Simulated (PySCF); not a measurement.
Identify the compound

The spectra below were simulated for a compound C5H10O.

¹H NMR (300 MHz, computed): δ 3.62 (m, 4H), 1.61 (m, 2H), 1.47 (m, 4H).

¹³C{¹H} NMR (computed): δ 73.0 (CH2, 2C), 30.7 (CH2, 2C), 28.0 (CH2).

Relativity neglected, no solvent, rapidly exchanging positions averaged, one computed conformer. B97-2/pcSseg-2 with gauge-including orbitals; geometry from PBE0-D3(BJ)/def2-TZVP; PySCF 2.14.0 with density-fitted response routines.

Shifts are taken against calculated references (same method and geometry level): ¹H (σref 31.64) and ¹³C (σref 185.38) against TMS.

**Question.** Which candidate is it?
A. CC(C)(C)C=O
B. C1CCOCC1
C. CC(=O)C(C)C
D. CCCC(C)=O
E. C=CCOCC

**Answer.** B. 

- The formula gives 1 degree of unsaturation (1 ring in the answer).
- 3 carbon signals for 5 carbons: some carbons are equivalent by symmetry or fast rotation.
- Carbon types of the structure: 5 × CH2, which accounts for all hydrogens.
- δC 73.0: sp3 CH2 bonded to O; the inductive effect lowers its shielding.
- δC 30.7, 28.0: sp3 CH2 in a ring; saturated and bonded to C and H only.
- δH 3.62: hydrogen on an sp3 CH2 bonded to O; its carbon carries O, which withdraws density.
- δH 1.61, 1.47: hydrogen on an sp3 CH2 in a ring.

The others: C=CCOCC would give 5 carbon signals, not 3; CC(C)(C)C=O would give 2 signals for carbon-bound and other non-exchanging H, not 3; CCCC(C)=O would give 5 carbon signals, not 3; CC(=O)C(C)C would give 4 carbon signals, not 3.

Shifts are as computed. Against solution values, carbons near 30 ppm lie about +3 ppm off and those near 130 ppm about +7 ppm. Of 1211 compounds with measured shifts, 218 miss one by over three times the rms of a fit or turn the order of signals round; such compounds aren't used in these exercises. No couplings were computed; multiplicities are counted from neighbouring protons, with m where these are inequivalent, close in shift, in a saturated or five-membered ring or joined by F or P, and br s for small geminal =CH2 splittings.
